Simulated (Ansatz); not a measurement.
# AlNH2 (triplet): from Hartree-Fock to the top rungs, cc-pVTZ

How much of the correlation energy of AlNH2 (triplet) does each wave-function method recover here?

The runs use Ansatz 0.2.0, Gaussian basis; cc-pVTZ, core rule «outside noble gas», up to 6 orbitals frozen.

Plan: UHF; CCSD(T) on ROHF; CCSD(T) on UHF; BCCD(T) on ROHF; CCSDT(Q) on ROHF; CCSDT(Q) on UHF.

10 further runs of the same task are left out: 6 for a known fault of the program, 4 set aside as unsound or not needed.

## (1) The geometry

The geometry is a PBE0/def2-TZVP stationary point (not a proven minimum) of the parent state, kept for this charge and spin.

4 atoms, charge 0, spin multiplicity 3.

Atoms are counted from 1 here; the program's logs count them from 0.

Bond lengths: Al1–N2 1.796 Å, N2–H3 1.012 Å, N2–H4 1.012 Å. Angles: Al1–N2–H3 125.6°, Al1–N2–H4 125.6°, H3–N2–H4 108.7°.

## (2) UHF

in.yaml reads:

```yaml
crystal:
  periodic: [false, false, false]
  atoms:
    - {symbol: Al, position_ang: [0.000000, 0.000000, 0.696811]}
    - {symbol: N, position_ang: [0.000000, 0.000000, -1.099242]}
    - {symbol: H, position_ang: [0.000000, 0.822256, -1.688737]}
    - {symbol: H, position_ang: [0.000000, -0.822256, -1.688737]}
basis:
  gaussian: {orbitals: cc-pVTZ}
magnetization: {spin_polarized: true, initial_magnetization: 2}
hamiltonian: {xc: hf}
output: {orbitals: {seedname: orbitals}}
```

On the command line:

```
$ ansatz run in.yaml --threads 1 --pin off --events-out ev --progress --plain --max-ram 2816MiB --backend cpu
```

After this run come: CCSD(T) on ROHF; CCSD(T) on UHF; BCCD(T) on ROHF; CCSDT(Q) on ROHF; CCSDT(Q) on UHF.

Before running them: what should the planned runs give, taken together? Wanted: UCCSDT(Q) below the RHF energy; RMP2 from UCCSDT(Q); UMP2 from UCCSDT(Q); RCCSD from UCCSDT(Q); RCCSD(T) from UCCSDT(Q); UCCSD(T) from UCCSDT(Q); RCCSDT(Q) from UCCSDT(Q); T1 diagnostic.

**Answer**, as computed:

| quantity | value |
| --- | --- |
| UCCSDT(Q) below the RHF energy | -7.5913 eV |
| RMP2 from UCCSDT(Q) | +15.36 kcal/mol |
| UMP2 from UCCSDT(Q) | +15.11 kcal/mol |
| RCCSD from UCCSDT(Q) | +7.38 kcal/mol |
| RCCSD(T) from UCCSDT(Q) | +0.70 kcal/mol |
| UCCSD(T) from UCCSDT(Q) | +0.66 kcal/mol |
| RCCSDT(Q) from UCCSDT(Q) | +0.07 kcal/mol |
| levels within 1 kcal/mol (43 meV) | RCCSD(T), UCCSD(T), BCCD(T), RCCSDT, UCCSDT, RCCSDT(Q) |
| T1 diagnostic | 0.021 |

What this shows: RCCSD(T) lands +0.70 kcal/mol from the yardstick (0.4 % of the correlation energy). These misses are within one basis, not against nature; the frozen cores of restricted and unrestricted runs differ, which can shift their rows.
